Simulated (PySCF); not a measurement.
hydrogen peroxide cation (H₂O₂), SMILES OO (connectivity only; charge and spin as stated), charge +1, multiplicity 2. Atoms are numbered in the order given.

```xyz
4

O      0.1577    -0.6279     0.0000
O     -0.1577     0.6279     0.0000
H     -0.7144    -1.1090     0.0000
H      0.7144     1.1090     0.0000
```
Charge +1, spin multiplicity 2.

Geometry: ωB97X-D3(BJ)/def2-TZVP. The spin state was assumed, not searched.

These are PBE/pcH-1 (PySCF) values and carry that method's errors.

Unrestricted Kohn–Sham, ⟨S²⟩ = 0.752. Hyperfine tensors hold the contact and dipolar terms, without spin-orbit corrections.

Computed hyperfine couplings:
```
nucleus    A(iso) (MHz)  A(iso) (G)  dipolar principal values (MHz)
---------  ------------  ----------  ------------------------------
17O no. 1         -27.3        -9.7              -185.2, 90.9, 94.2
17O no. 2         -27.3        -9.7              -185.2, 90.9, 94.2
1H no. 3          -35.5       -12.7              -34.8, -17.7, 52.5
1H no. 4          -35.5       -12.7              -34.8, -17.7, 52.5
```

And the g tensor (effective nuclear charges for spin-orbit coupling, GIAO)? (An estimate is asked for; the answer gives what the named calculation found.)

principal values 2.0020, 2.0066, 2.0142; isotropic 2.0076.
